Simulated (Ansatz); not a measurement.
**PH2 (SMILES [PH2]) at UCCSDT/6-31G(d) (spherical functions)**

What is the energy change on altering one bond length of PH2 at UCCSDT/6-31G* (spherical functions)? 

Program for the calculation: Ansatz 0.2.0.

46 further runs of the same task are left out: 46 set aside as unsound or not needed.

**1. The molecule**

The species is PH2 (3 atoms), meant as a doublet with charge 0. As SMILES, `[PH2]`. The coordinates come from a GFN2-xTB relaxation.

Bond lengths: P1–H2 1.392 Å, P1–H3 1.392 Å. Angles: H2–P1–H3 91.4°.

**2. The energy at UCCSDT/6-31G(d) (spherical functions)**

File run.yaml:

```yaml
basis:
  gaussian: {orbitals: 6-31G_st_-spherical.json}
crystal:
  periodic: [false, false, false]
  atoms:
    - {symbol: P, position_ang: [0.514470, -0.302750, 0.252680]}
    - {symbol: H, position_ang: [0.111510, 1.027360, 0.172420]}
    - {symbol: H, position_ang: [-0.625980, -0.724620, -0.425100]}
magnetization: {spin_polarized: true, initial_magnetization: 1}
correlation: {method: ccsdt, frozen_orbitals: {H: 0, P: 5}}
accuracy: high
scf: {omitted_lower_state_checks: [cluster_reference, increment]}
```

The basis set 6-31G* is read from a file made from the Basis Set Exchange's data (not shown).

Run with:

```sh
$ ansatz run run.yaml --threads 1 --pin off --max-ram 2610MiB --events-out events.jsonl --progress --plain --runs-dir runs
```

The log of the run, cut to the lines that bear on the results:

```text
Warning: RAYON_NUM_THREADS=1 ignored (pool sized by the plan → 1); use --threads N
Functional definition: HF
  name "HF"
[...]
379 factors; integrals over basis functions are off by at most 3.4e-9 eV
[...]
mean field -9302.15633124 eV, -341.8479399451 hartree, gradient 8.4e-8 eV, S^2 0.762577; 0 other end points of the search recorded, 0 dependent functions left out
5 core orbitals not correlated: weight in the atoms' cores, before any rotation towards them, 1.000 or more for the frozen orbitals, at most 0.000 for the correlated occupied ones
reference -9302.15633124 eV, -341.8479399451 hartree; 4, 3 occupied and 13, 14 virtual orbitals, 379 factors
second order -2.30008016 eV of doubles, -0.00000000 eV of singles
cycle   1  -2.75244482 eV  change   -4.5e-1 eV  update   5.5e-2
[...]
cycle  20  -3.01507280 eV  change   1.8e-10 eV  update  4.8e-10
Total energy: -9305.17140404 eV, -341.9587418268 hartree
Checks for a lower state left out: cluster_reference, increment
```

It took 1.1 s on 1 thread of Arm Neoverse V1, shared host.

**3. The distorted shape, same level**

File job.yaml:

```yaml
crystal:
  periodic: [false, false, false]
  atoms:
    - {symbol: P, position_ang: [0.799546, -0.197296, 0.422103]}
    - {symbol: H, position_ang: [0.396586, 1.132814, 0.341843]}
    - {symbol: H, position_ang: [-0.625980, -0.724620, -0.425100]}
basis:
  gaussian: {orbitals: 6-31G_st_-spherical.json}
magnetization: {spin_polarized: true, initial_magnetization: 1}
correlation: {method: ccsdt, frozen_orbitals: {H: 0, P: 5}}
accuracy: high
scf: {omitted_lower_state_checks: [cluster_reference, increment]}
```

The basis set 6-31G* is read from a file made from the Basis Set Exchange's data (not shown).

Run with:

```sh
$ ansatz run job.yaml --threads 1 --pin off --max-ram 2610MiB --events-out events.jsonl --progress --plain --runs-dir runs
```

The log of the run, cut to the lines that bear on the results:

```text
Warning: RAYON_NUM_THREADS=1 ignored (pool sized by the plan → 1); use --threads N
[... 2 set-up lines as earlier in the session ...]
[...]
382 factors; integrals over basis functions are off by at most 3.4e-9 eV
[...]
mean field -9301.37404016 eV, -341.8191912781 hartree, gradient 2.4e-8 eV, S^2 0.775655; 0 other end points of the search recorded, 0 dependent functions left out
5 core orbitals not correlated: weight in the atoms' cores, before any rotation towards them, 1.000 or more for the frozen orbitals, at most 0.000 for the correlated occupied ones
reference -9301.37404016 eV, -341.8191912781 hartree; 4, 3 occupied and 13, 14 virtual orbitals, 382 factors
second order -2.39114421 eV of doubles, -0.00000000 eV of singles
cycle   1  -2.88372982 eV  change   -4.9e-1 eV  update   6.6e-2
[...]
cycle  25  -3.23644323 eV  change   2.3e-11 eV  update  6.0e-10
Total energy: -9304.61048339 eV, -341.9381283729 hartree
Checks for a lower state left out: cluster_reference, increment
```

It took 1.2 s on 1 thread of Arm Neoverse V1, shared host.

**4. What came out**

Level: UCCSDT/6-31G* (spherical functions), 5 core orbitals frozen.

| quantity | value |
| --- | --- |
| first shape: total energy | -341.95874 Eh |
| first shape: correlation energy (5 core orbitals frozen) | -110.8 mEh |
| first shape: ⟨S²⟩ of the reference determinant | 0.763 |
| first shape: T1 diagnostic | 0.011 |
| distorted shape: total energy | -341.93813 Eh |
| distorted shape: correlation energy (5 core orbitals frozen) | -118.9 mEh |
| distorted shape: ⟨S²⟩ of the reference determinant | 0.776 |
| distorted shape: T1 diagnostic | 0.017 |
| energy change with the P1–H3 bond stretched from 1.392 to 1.740 Å | 0.561 eV |

**Reading.** With the P1–H3 bond stretched from 1.392 to 1.740 Å the energy rises by 0.56 eV (12.9 kcal/mol). The first shape isn't relaxed at this level, so the change isn't measured from a minimum.
